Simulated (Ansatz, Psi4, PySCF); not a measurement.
Process, species as SMILES: ClC(Cl)Cl [chloroform] → Cl[CH]Cl + Cl atom (the C-Cl bond breaks)

Property: bond dissociation energy (electronic), in kcal/mol. Set-up: 6-311+G** with 5d, 6d on Na to Ar in Ansatz (a quantum-chemistry and plane-wave program); UHF or UKS for open shells; no dispersion term unless named; LANL2DZ with its own core potentials from Na on; 6-31G* and kin with 6d, 5d where marked; spin-orbit terms left out; non-relativistic; frozen cores in correlated levels. CBS(X,Y): correlation extrapolated as X^-3; Hartree-Fock from the larger set. The bracket is a focal-point correction in the basis named. Ab initio and DFT rows: single points at B3LYP-D3(BJ) geometries (Ansatz).

Coupled cluster (Ansatz) is a level with limits of its own, used here on species with T1 under 0.025 (0.045 for open shells) and stable references: RI-MP2/CBS(aug-cc-pV(T+d)Z,aug-cc-pV(Q+d)Z)+[CCSD(T)-MP2]/aug-cc-pV(T+d)Z.

Value to compare with, RI-MP2/CBS(aug-cc-pV(T+d)Z,aug-cc-pV(Q+d)Z)+[CCSD(T)-MP2]/aug-cc-pV(T+d)Z (Ansatz): 77.2 kcal/mol.

| level | program | bond dissociation energy (electronic) (kcal/mol) | difference |
|---|---|---|---|
| HF/3-21G | Ansatz | 35.4 | -41.8 |
| HF/LANL2DZ | Ansatz | 30.8 | -46.4 |
| PBE/6-31G* | Ansatz | 75.4 | -1.8 |
| B3LYP/STO-3G | Ansatz | 79.6 | 2.4 |
| B3LYP/LANL2DZ | Ansatz | 62.7 | -14.5 |
| B3LYP/6-31G | Ansatz | 61.8 | -15.4 |
| B3LYP/6-31G* | Ansatz | 68.3 | -8.9 |
| B3LYP/6-311+G** | Ansatz | 67.9 | -9.3 |
| wB97X-D/6-311+G** | Psi4 | 72.4 | -4.8 |
| B3PW91/6-31G* (5d) | PySCF | 70.4 | -6.8 |
| PBE0/def2-TZVPD | Ansatz | 72.8 | -4.4 |
| wB97M-V/def2-TZVPD | Ansatz | 76.8 | -0.4 |
| wB97X-V/def2-TZVPD | Ansatz | 75.1 | -2.1 |

Among the 10 habitual levels, HF/LANL2DZ lies farthest from RI-MP2/CBS(aug-cc-pV(T+d)Z,aug-cc-pV(Q+d)Z)+[CCSD(T)-MP2]/aug-cc-pV(T+d)Z (Ansatz) (-46.4 kcal/mol); 1 of 10 lie above it, and their mean absolute difference is 15.2 kcal/mol, the median 9.1. One case shows no general order.

The levels are drawn from those run, B3LYP/6-31G* more often than the rest, none by its result; left out are runs that failed, that the program found above a lower state of the same kind, or whose <S^2> lies over 0.5 above the pure value.
